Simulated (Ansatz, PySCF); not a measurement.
System: ethanamine, C2H7N, charge 0, multiplicity 1. 
Coordinates optimised at B3LYP-D3(BJ)/def2-TZVP (Ansatz, an electronic-structure program):
```xyz
10

C      1.2101    -0.3675    -0.0020
C      0.0059     0.5734    -0.0002
N     -1.3057    -0.0740     0.0024
H      2.1508     0.1897    -0.0039
H      1.2028    -1.0109     0.8816
H      1.1996    -1.0116    -0.8851
H      0.0502     1.2284    -0.8744
H      0.0533     1.2290     0.8732
H     -1.4054    -0.6706     0.8165
H     -1.4083    -0.6712    -0.8110
```
Charge 0, spin multiplicity 1.


Quantity: enthalpy of formation at 298 K (from the atomisation energy, B3LYP-D3(BJ)/def2-TZVP harmonic zero-point and thermal terms from PySCF, and the atoms' enthalpies of formation in the G2/97 table; no spin-orbit terms, and no core term in the frozen-core levels), in kJ/mol. Correlated levels leave the core frozen unless marked. UHF or UKS for open shells. No spin-orbit coupling. No relativistic terms. The coupled-cluster limit lacks core correlation, which all-electron functionals hold. Basis-set limits of correlation are two-point, X^-3; Hartree-Fock from the larger set. The bracket is a focal-point correction in the basis named.

| level | program | enthalpy of formation at 298 K (kJ/mol) |
|---|---|---|
| BLYP-D3(BJ)/def2-TZVPD | Ansatz + dftd3 | -47.5 |
| BLYP-D4/def2-TZVPD | Ansatz + dftd4 | -46.2 |
| BLYP/def2-TZVPD | Ansatz | -19.1 |
| B97M-V/def2-TZVPD | Ansatz | -37.3 |

Problem. What does RI-MP2/CBS(aug-cc-pVTZ,aug-cc-pVQZ)+[CCSD(T)-MP2]/aug-cc-pVTZ (Ansatz) give?

Solution. -48.9 kJ/mol, so B97M-V/def2-TZVPD differs from it by 11.6 kJ/mol.
